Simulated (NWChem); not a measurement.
## nitrogen (N₂)

SMILES: N#N
```xyz
2

N      0.0000     0.0000     0.5502
N      0.0000     0.0000    -0.5502
```
Charge 0, spin multiplicity 1.

The numbers come from NWChem runs, not from measurements. The geometry was optimised at B3LYP/def2-SVP, a minimum by its harmonic frequencies.

Symmetry labels belong to the abelian group D2h used in the runs, with the axes of the coordinates shown; states degenerate in a higher group split over its labels.

B3LYP has NWChem's definition, with VWN1-RPA local correlation.

**Question.** List the lowest 3 singlet excitations that TD-B3LYP/aug-cc-pVDZ, VWN1-RPA local correlation gives, with oscillator strengths.

**Answer.** 
```
state  symmetry  energy (eV)  wavelength (nm)      f
-----  --------  -----------  ---------------  -----
1           b3g         9.23              134  0.000
2           b2g         9.23              134  0.000
3            au         9.29              133  0.000
```
